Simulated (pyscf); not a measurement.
•H₂C–Br (SMILES [CH2]Br) + H₂ (SMILES [H][H]) → H₃C–Br (SMILES CBr) + H• (SMILES [H]), a hydrogen abstraction (doublet surface; H–H broken, C–H formed). Single points on ωB97X-D3(BJ)/def2-SVP structures (PySCF, gas phase). Energies in eV from the separated reactants.

Small-basis levels: PySCF, no dispersion term, spherical d functions. AM1 to PM7: differences of heats of formation from MOPAC, which are fitted to 298 K values and so differ in kind from electronic energies by zero-point and thermal terms. Open shells are spin-unrestricted. 

```json
[
 {"level": "HF/STO-3G", "barrier": "1.17", "reaction energy": "+0.27"},
 {"level": "HF/3-21G", "barrier": "0.82", "reaction energy": "-0.26"},
 {"level": "HF/6-31G*+LANL2DZ", "barrier": "0.88", "reaction energy": "-0.26"},
 {"level": "MP2/6-31G*+LANL2DZ", "barrier": "0.64", "reaction energy": "-0.42"},
 {"level": "PBE/6-31G*+LANL2DZ", "barrier": "0.20", "reaction energy": "-0.14"},
 {"level": "B3LYP/STO-3G", "barrier": "(withheld)", "reaction energy": "+0.52"},
 {"level": "B3LYP/3-21G", "barrier": "0.32", "reaction energy": "-0.01"},
 {"level": "B3LYP/LANL2DZ", "barrier": "0.45", "reaction energy": "+0.06"},
 {"level": "B3LYP/6-311+G**+LANL2DZ", "barrier": "(withheld)", "reaction energy": "+0.10"},
 {"level": "B3LYP/def2-SVP", "barrier": "0.43", "reaction energy": "+0.11"},
 {"level": "AM1", "barrier": "0.90", "reaction energy": "+0.97"},
 {"level": "PM7", "barrier": "1.23", "reaction energy": "+1.98"},
 {"level": "ωB97M-D3(BJ)/def2-TZVP", "barrier": "(withheld)", "reaction energy": "+0.02"}
]
```

Task: What belongs in the gaps?

Result: 
- B3LYP/STO-3G, barrier: 0.51
- B3LYP/6-311+G**+LANL2DZ, barrier: 0.46
- ωB97M-D3(BJ)/def2-TZVP, barrier: 0.55

Against the last row the barrier runs from -0.35 (PBE/6-31G*+LANL2DZ) to +0.67 eV (PM7). At B3LYP/STO-3G, AM1, PM7 this geometry lies under one side, so the entry may be no barrier of that level: it is a single point on another level's saddle. ωB97M-D3(BJ)/def2-TZVP has limits of its own. One saddle was located; it need not be the lowest between these sides. The angle at the transferred H is 179°. In the def2 sets elements up to Kr have no core potential.
